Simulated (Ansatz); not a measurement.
# SiH₃ (doublet): wB97M-V, B2PLYP over a scan of the distance Si1–H4, cc-pVDZ

Aim: run SiH₃ (doublet) with these functionals over a scan of the distance Si1–H4, and hold them against the top wave-function level at the same points.

Program: Ansatz 0.2.0, Gaussian basis. Level of theory: cc-pVDZ, all electrons in the functionals, frozen cores in the correlation of double hybrids and RPA. These are calculated values, not measurements.

Plan: wB97M-V, B2PLYP, at 1.170 Å; 1.352 Å; 1.486 Å; 1.629 Å; 1.778 Å; 2.020 Å; 2.395 Å; 2.803 Å; 3.294 Å; 4.029 Å; 5.142 Å.

### 1 The geometry

The geometry derives from a PBE0/def2-TZVP stationary point (not a proven minimum). One bond is set to the value named and the two fragments are kept rigid.

4 atoms, charge 0, spin multiplicity 2.

Atoms are counted from 1 here; the program's logs count them from 0.

Bond lengths: Si1–H2 1.486 Å, Si1–H3 1.486 Å, Si1–H4 1.486 Å. Angles: H2–Si1–H3 111.3°, H2–Si1–H4 111.3°, H3–Si1–H4 111.3°.

Geometry (Å):

```
atom    x (Å)    y (Å)    z (Å)
 Si1   0.0001  -0.0001  -0.0437
  H2   1.4153   0.0146   0.4091
  H3  -0.7211   1.2200   0.4030
  H4  -0.6968  -1.2329   0.4066
```

No dispersion term is added; wB97M-V holds VV10 nonlocal correlation.

The geometry shown and the zero of energy belong to the point 1.486 Å. The yardstick, FCI, and other wave-function levels (R restricted, U unrestricted, valence and pair active spaces) come from earlier runs.

### 2 wB97M-V, 1.170 Å

Input file in.yaml:

```yaml
crystal:
  periodic: [false, false, false]
  atoms:
    - {symbol: Si, position_ang: [-0.004712, -0.008556, -0.040635]}
    - {symbol: H, position_ang: [1.410546, 0.006098, 0.412220]}
    - {symbol: H, position_ang: [-0.725859, 1.211524, 0.406132]}
    - {symbol: H, position_ang: [-0.553391, -0.979203, 0.313901]}
basis:
  gaussian: {orbitals: cc-pVDZ}
magnetization: {spin_polarized: true, initial_magnetization: 1}
hamiltonian: {xc: {name: wB97M-V}}
output: {orbitals: {seedname: orbitals}}
```

The run is started by

```bash
> ansatz run in.yaml --threads 1 --pin off --events-out ev --progress --plain --max-ram 4096MiB --backend cpu
```

The runs that follow: wB97M-V, 1.352 Å; wB97M-V, 1.486 Å; wB97M-V, 1.629 Å; wB97M-V, 1.778 Å; wB97M-V, 2.020 Å; wB97M-V, 2.395 Å; wB97M-V, 2.803 Å; wB97M-V, 3.294 Å; wB97M-V, 4.029 Å; wB97M-V, 5.142 Å; B2PLYP, 1.170 Å; B2PLYP, 1.352 Å; B2PLYP, 1.486 Å; B2PLYP, 1.629 Å; B2PLYP, 1.778 Å; B2PLYP, 2.020 Å; B2PLYP, 2.395 Å; B2PLYP, 2.803 Å; B2PLYP, 3.294 Å; B2PLYP, 4.029 Å; B2PLYP, 5.142 Å.

Before running them: what should the planned runs give, taken together? Wanted: span of the FCI curve; largest miss, wB97M-V; largest miss, B2PLYP.

As calculated:

| quantity | value |
| --- | --- |
| span of the FCI curve | 3.293 eV |
| largest miss, wB97M-V | +0.150 eV (2.395 Å) |
| largest miss, B2PLYP | +0.162 eV (2.395 Å) |

In words: Of the functionals, wB97M-V keep the smallest largest miss at the points compared (at most 0.150 eV) and B2PLYP strays most (0.162 eV, at 2.395 Å). B2PLYP clearly breaks the spin symmetry at some points (⟨S²⟩ up to 0.40 above the pure value), so energy there is bought with a mixed spin. Functionals and the yardstick converge differently with the basis, so part of each miss in cc-pVDZ is the basis.
